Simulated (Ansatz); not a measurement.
Abridged output of a molecular run in Ansatz:

```
Functional definition: HF
749 factors; integrals over basis functions are off by at most 1.3e-3 eV
mean field evaluation 1: about -11018.5628 eV, gradient 2.8e1 eV
mean field evaluation 2: about -11018.5652 eV, gradient 2.8e1 eV
mean field evaluation 4: about -11020.4520 eV, gradient 3.1e0 eV
mean field evaluation 8: about -11020.4793 eV, gradient 9.8e-2 eV
mean field evaluation 16: about -11020.4762 eV, gradient 3.5e-1 eV
mean field -11020.47930255 eV, -404.9951444194 hartree, gradient 2.2e-6 eV, S^2 0.000000; 0 other end points of the search recorded, 0 dependent functions left out
7 core orbitals not correlated: weight in the atoms' cores, before any rotation towards them, 1.000 or more for the frozen orbitals, at most 0.000 for the correlated occupied ones
reference -11020.47930255 eV, -404.9951444194 hartree; 10, 10 occupied and 59, 59 virtual orbitals, 749 factors
second order -11.75123384 eV of doubles, -0.00000000 eV of singles
cycle   1  -12.46599723 eV  change   -7.1e-1 eV  update   8.1e-2
cycle   2  -12.83842322 eV  change   -3.7e-1 eV  update   2.3e-2
cycle   3  -12.91472648 eV  change   -7.6e-2 eV  update   1.1e-2
cycle   4  -12.91155441 eV  change    3.2e-3 eV  update   2.3e-3
cycle   5  -12.91169690 eV  change   -1.4e-4 eV  update   8.4e-4
cycle   6  -12.91175155 eV  change   -5.5e-5 eV  update   2.4e-4
cycle   7  -12.91163589 eV  change    1.2e-4 eV  update   8.0e-5
cycle   8  -12.91162995 eV  change    5.9e-6 eV  update   2.6e-5
cycle   9  -12.91163480 eV  change   -4.9e-6 eV  update   7.6e-6
perturbative correction -0.29110612 eV, -0.0106979526 hartree
Total energy: -11033.68204347 eV, -405.4803361992 hartree
```

Its atoms:

```xyz
9

C    -1.1923    0.1362    0.6428
O     0.2104    0.1013    0.7625
Si    1.1983   -0.1204   -0.5302
H    -1.5199    0.9520   -0.0125
H    -1.6166    0.2986    1.6349
H    -1.5858   -0.8077    0.2473
H     2.5841   -0.0916   -0.0101
H     1.0009    0.9573   -1.5406
H     0.9210   -1.4257   -1.1941
```

Q: Which basis set was used?
A. def2-QZVPP
B. def2-SVP
C. def2-SVPD
D. def2-TZVPP

A: B. It gives 76 functions.

Q: Write the keys of the input that set method, charge and spin (a neutral closed shell needs none for the last two).

A: 
```yaml
correlation: {method: ccsd_t}
```
